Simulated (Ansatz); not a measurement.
Total energies of CH₃AlS.

```xyz
6

Al   -0.5755   -0.1843    0.6517
C     0.7754    0.4962   -0.5929
S     0.3505   -0.8178   -1.4687
H    -2.0316    0.4201    0.5296
H    -0.0611   -1.0899    1.8416
H     1.5423    1.1758   -0.9612
```

The species carries charge 0 and has multiplicity 1. The bonds changed during the relaxation, so this is another structure than the one it started from. The structure was optimised at the PBE0-D4/def2-TZVP level. Basis def2-TZVPP, the Gaussian-basis code of Ansatz.

RPA on PBE orbitals: Hartree–Fock energy of these orbitals -679.01806 Eh, correlation -0.72772 Eh (frozen core).

```
             functional  energy without D4 (Eh)  D4 term (kJ/mol)
            LDA (SPW92)              -677.71737                 –
                 revPBE              -680.38981             -32.2
                 r2SCAN              -680.44419              -2.5
                 B97M-V              -680.37273                 –
                   PBE0              -680.21780              -9.7
                r2SCANh              -680.43758              -2.7
                r2SCAN0              -680.42843              -3.1
HSE06 (plane-wave form)              -680.20198              -9.1
                  BHLYP              -680.49620             -16.0
              CAM-B3LYP              -680.51305             -10.0
                ωB97X-V              -680.40967                 –
                ωB97M-V              -680.46444                 –
                 B2PLYP              -680.24425                 –
               PBE-QIDH              -680.03638                 –
```

Question: Give the same for PBE, BLYP, B3LYP, LC-ωPBE. (Best estimate.)

Answer: Computed: 
```json
{"functional": "PBE", "energy without D4 (Eh)": "-680.15994", "D4 term (kJ/mol)": "-11.6"}
{"functional": "BLYP", "energy without D4 (Eh)": "-680.50905", "D4 term (kJ/mol)": "-25.4"}
{"functional": "B3LYP", "energy without D4 (Eh)": "-680.56793", "D4 term (kJ/mol)": "-19.0"}
{"functional": "LC-ωPBE", "energy without D4 (Eh)": "-680.29053", "D4 term (kJ/mol)": "–"}
```

B3LYP takes the VWN-RPA correlation (the form of Gaussian; ORCA's B3LYP/G). HSE06 is the plane-wave form, built on full-range PBE exchange. The double hybrids freeze the cores in their second-order part.

LC-ωPBE has ω = 0.4 bohr⁻¹.
